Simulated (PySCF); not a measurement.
System: rock-salt KCl. Method: MP2 in PySCF (GTH pseudopotentials, Gaussian basis).

The cell has the measured lattice parameters. Conventional cell: a = 6.2929 Å, b = 6.2929 Å, c = 6.2929 Å, α = 90.00°, β = 90.00°, γ = 90.00°.

The correlation energy at a fixed DZ basis:

```json
[
 {"k mesh": "2×2×2", "value (eV/atom)": "-2.5455"},
 {"k mesh": "3×3×3", "value (eV/atom)": "-2.5975"},
 {"k mesh": "4×4×4", "value (eV/atom)": "-2.6080"}
]
```

Taking the value to converge with the number of k points N as 1/N, extrapolate from the last two rows.

With y = y∞ + c/w and weights w = 27 and 64 for the last two rows, y∞ = (w2 y2 − w1 y1)/(w2 − w1) = (64 × -2.6080 − 27 × -2.5975)/37 = -2.6157 eV/atom, which lies 0.0077 beyond the last row. Successive pairs of rows give -2.6194, -2.6157. The limit also hangs on the law assumed, so its last digits aren't firm.

The other settings are not extrapolated, so this is the limit in one setting alone.
